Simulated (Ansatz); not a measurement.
# C2H5Si+ (SMILES CC=[SiH+]): functionals against CCSD(T) at one geometry

One table from this session's results is given with a row withheld; the runs are named, their logs left out.

Method: single points in def2-TZVPP; program: Ansatz 0.2.0, Gaussian basis.

Correlated methods freeze the cores.

**The starting structure**

SMILES `CC=[SiH+]`, 8 atoms, charge 1, spin multiplicity 1.

Atoms are counted from 1 here; the program's logs count them from 0.

Bond lengths: C1–C2 1.439 Å, C1–H4 1.278 Å, C1–H5 0.911 Å, C1–H6 0.992 Å, C2–Si3 1.812 Å, C2–H7 0.977 Å, Si3–H8 1.385 Å. Angles: C2–C1–H4 103.4°, C2–C1–H5 112.4°, C2–C1–H6 112.8°, H4–C1–H5 106.5°, H4–C1–H6 108.0°, H5–C1–H6 113.0°, C1–C2–Si3 126.8°, C1–C2–H7 118.8°, Si3–C2–H7 114.3°, C2–Si3–H8 176.8°.

Coordinates:

```xyz
8
C2H5Si
C    -0.3841    0.9069   -0.3037
C     0.5084   -0.2125   -0.1600
Si    0.3411   -1.5911    1.0045
H    -1.4772    0.3673   -0.6877
H    -0.1266    1.4728   -0.9701
H    -0.5582    1.3733    0.5547
H     1.2604   -0.2970   -0.7772
H     0.1885   -2.6881    1.8358
```

The first run:

The input, run/in.yaml:

```yaml
crystal:
  periodic: [false, false, false]
  atoms:
    - {symbol: C, position_ang: [-0.384100, 0.906900, -0.303700]}
    - {symbol: C, position_ang: [0.508400, -0.212500, -0.160000]}
    - {symbol: Si, position_ang: [0.341100, -1.591100, 1.004500]}
    - {symbol: H, position_ang: [-1.477200, 0.367300, -0.687700]}
    - {symbol: H, position_ang: [-0.126600, 1.472800, -0.970100]}
    - {symbol: H, position_ang: [-0.558200, 1.373300, 0.554700]}
    - {symbol: H, position_ang: [1.260400, -0.297000, -0.777200]}
    - {symbol: H, position_ang: [0.188500, -2.688100, 1.835800]}
basis:
  gaussian: {orbitals: def2-TZVPP}
total_charge: 1
correlation: {method: ccsd_t}
output: {forces: true}
```

No record of the launch command was kept for these runs.

Steps of the session up to this table: CCSD(T)/def2-TZVPP; PBE0-D4/def2-TZVPP; wB97M-V/def2-TZVPP; r2SCAN-D4/def2-TZVPP; PBE-D4/def2-TZVPP; r2SCAN0-D4/def2-TZVPP; BHLYP-D4/def2-TZVPP.

One of the session's tables, all rows but one given; the rest of the session is left out.

| method | RMS force component (eV/Å) | angle to CCSD(T) forces (°) |
| --- | --- | --- |
| CCSD(T) | 3.832 | reference |
| PBE0-D4 | 3.934 | 3.3 |
| wB97M-V | 3.892 | 3.3 |
| r2SCAN-D4 | 3.873 | 3.0 |
| PBE-D4 | ? | ? |
| r2SCAN0-D4 | 3.901 | 3.5 |
| BHLYP-D4 | 3.854 | 3.8 |

**Question.** Estimate the row for PBE-D4.

**Answer.** RMS force component (eV/Å): 3.910; angle to CCSD(T) forces (°): 3.6. In the column «RMS force component (eV/Å)» it lies between r2SCAN0-D4 (3.901) and PBE0-D4 (3.934).
